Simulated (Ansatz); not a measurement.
# C5O: the cost of one run

Program: Ansatz 0.2.0. Level of theory: the levels named in each step. These are calculated values, not measurements.

**1. The starting structure**

Bond lengths: C1–C2 1.269 Å, C2–C3 1.294 Å, C3–C4 1.264 Å, C4–C5 1.279 Å, C5–O6 1.155 Å. Angles: C1–C2–C3 180.0°, C2–C3–C4 180.0°, C3–C4–C5 180.0°, C4–C5–O6 180.0°.

Structure file:

```xyz
6

C     0.0000    0.0000   -3.1702
C     0.0000    0.0000   -1.9017
C     0.0000    0.0000   -0.6076
C     0.0000    0.0000    0.6559
C     0.0000    0.0000    1.9345
O     0.0000    0.0000    3.0890
```

**2. A rough first relaxation, PBE-D4/def2-SVP**

This run stands in another session on the same molecule. It ended at:

```xyz
6

C     0.0000    0.0000   -3.2228
C     0.0000    0.0000   -1.9239
C     0.0000    0.0000   -0.6167
C     0.0000    0.0000    0.6639
C     0.0000    0.0000    1.9635
O     0.0000    0.0000    3.1361
```

**3. Relaxation, HF/STO-3G**

File input.yaml:

```yaml
crystal:
  periodic: [false, false, false]
  atoms:
    - { symbol: C, position_ang: [0.0, 0.0, -3.22276885] }
    - { symbol: C, position_ang: [0.0, 0.0, -1.92394258] }
    - { symbol: C, position_ang: [0.0, 0.0, -0.61672723] }
    - { symbol: C, position_ang: [0.0, 0.0, 0.66388745] }
    - { symbol: C, position_ang: [0.0, 0.0, 1.96348211] }
    - { symbol: O, position_ang: [0.0, 0.0, 3.1360791] }
basis:
  gaussian: { orbitals: STO-3G }
hamiltonian:
  xc: hf
relax:
  f_tol: 0.002
  max_steps: 150
```

Started as:

```
ansatz run input.yaml --threads 2 --pin off --max-ram 5120MiB --backend cpu --events-out ev --progress --plain --runs-dir out
```

**Question.** How long does this run take on 2 threads of Intel Xeon at 2.70GHz, shared host, and how much memory does it need?

About 2.4 s, with a peak of 0.09 GiB.
